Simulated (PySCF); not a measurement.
One molecule, one basis, several functionals.

1,1,1-trichloropropane, C₃H₅Cl₃.
InChI=1S/C3H5Cl3/c1-2-3(4,5)6/h2H2,1H3

Torsions of this conformer, `[CH3:1][CH2:2][C:3]([Cl:4])([Cl:5])[Cl:6]`: C1–C2–C3–Cl4 -60°.

PySCF, def2-SVPD basis, density fitting, gas phase, PBE0-D3(BJ)/def2-SVP geometry; singlet excitations by full TDDFT with frozen cores, triplets by Tamm–Dancoff TDDFT and ionisation energies by ΔSCF, from the lowest of the holes tried. One functional is left out:

| functional | exact exchange (%) | HOMO energy (eV) | LUMO energy (eV) | lowest singlet excitation (eV) | lowest triplet excitation (eV) | mean polarisability (au) | vertical ionisation energy (eV) |
| --- | --- | --- | --- | --- | --- | --- | --- |
| LDA | 0 | -7.43 | -2.02 | 5.58 | 5.27 | 83.3 | 10.38 |
| PBE | 0 | -7.32 | -1.88 | 5.60 | 5.23 | 82.6 | 10.26 |
| PBE0 | 25 | -8.74 | -0.84 | 6.33 | 5.75 | 79.2 | 10.81 |
| BHandHLYP | 50 | -10.02 | 0.24 | 6.81 | 6.11 | 77.2 | 11.16 |

Problem. Predict the row of B3LYP (20 % exact exchange) by straight lines through the other rows, and check it.

Solution. 
```
                       property   line  computed  computed − line  PBE0 (25 %), for comparison
               HOMO energy (eV)  -8.44     -8.46            -0.02                        -8.74
               LUMO energy (eV)  -1.07     -1.09            -0.02                        -0.84
 lowest singlet excitation (eV)   6.11      6.15            +0.04                         6.33
 lowest triplet excitation (eV)   5.61      5.65            +0.04                         5.75
       mean polarisability (au)   80.4      80.1             -0.3                         79.2
vertical ionisation energy (eV)  10.67     10.71            +0.04                        10.81
```
